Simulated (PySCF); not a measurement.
Structure problem from calculated spectra and properties.

Formula: C2H5N.

- Valence photoelectron: vertical ionisation energy: 10.06 eV [ΔSCF PBE0/def2-SVPD]
- UV, first state: lowest singlet excitation: 5.42 eV (229 nm, f = 0.003) [TDDFT PBE0/def2-SVPD]
- Couplings: largest of the computed one-bond spin–spin couplings (means over like bonds): 13C–1H +175.2, 13C–1H +133.0 (×3), 15N–1H -45.0, 13C–13C +39.3, 15N–13C -3.1 Hz [B3LYP/pcJ-1]
- Rotational structure: rotational constants A, B, C: 50.453, 9.849, 8.686 GHz [PBE0-D3(BJ)/def2-SVP]
- UV, strongest line: among the 10 lowest singlet transitions: S6 at 8.61 eV (144 nm, f = 0.317) [TDDFT PBE0/def2-SVPD]
- Polarisability: 34.3 au [PBE0/def2-SVPD]
- 13C NMR: chemical shifts (computed TMS as zero) by class: 182.1 (1 C), 31.5 (1 C) ppm [GIAO B3LYP/pcSseg-2]
- Dipole: 2.58 D [PBE0/def2-SVPD]
- 1H NMR: chemical shifts (computed TMS as zero) by class: 9.58 (1 H), 7.89 (1 H), 1.90 (3 H) ppm [GIAO B3LYP/pcSseg-2]

Electronic properties: PySCF, gas phase, density fitting. Levels stand in brackets. Isolated species at its PBE0-D3(BJ)/def2-SVP geometry, gas phase. NMR classes are plain means over equivalent atoms (diastereotopic ones count apart unless rotation or inversion swaps them), as if these changed places fast.

Q: Give a SMILES that accounts for the data.

A: Numbering: `[H]/[N:2]=[CH:3]\[CH3:4]`. Its formula, C2H5N, gives 1 degree of unsaturation: 0 rings and 1 π bond in the structure found. 2 carbons fall into 2 classes; from least to most shielded: imine carbon [C3] (182.1 ppm), methyl carbon [C4] (31.5 ppm). Hydrogen classes from least to most shielded: 1 H on an imine nitrogen, N2 (9.58 ppm), 1 H on an imine carbon, C3 (7.89 ppm), 3 H on a methyl carbon, C4 (1.90 ppm, a mean of values up to 0.7 ppm apart in this geometry). The couplings run between: +175.2 Hz, imine carbon [C3] and its hydrogen; +133.0 Hz, methyl carbon [C4] and its hydrogen (with 2 like pairs); -45.0 Hz, imine nitrogen [N2] and its hydrogen; +39.3 Hz, imine carbon [C3] and methyl carbon [C4]; -3.1 Hz, imine nitrogen [N2] and imine carbon [C3]. The first electron is taken from the HOMO, whose largest Löwdin shares are 0.61 on the imine nitrogen, 0.14 on the imine carbon, 0.09 on the N–H hydrogen and 0.09 on the methyl carbon. By its constants the optimised geometry is an asymmetric top. Structure: `[H]/N=C\C` (Z-ethanimine). Computed isomers that give other values at the same levels: `[H]/N=C/C` (rotational constant A: 53.648 GHz; this holds for the one conformer computed); `C1CN1` (13C chemical shifts (computed TMS as zero) by class: 18.7 (2 C) ppm); `C=NC` (N-methylmethanimine) (rotational constant A: 53.919 GHz; this holds for the one conformer computed). The assignments are read from this structure; whether some other isomer fits the data as well wasn't checked.
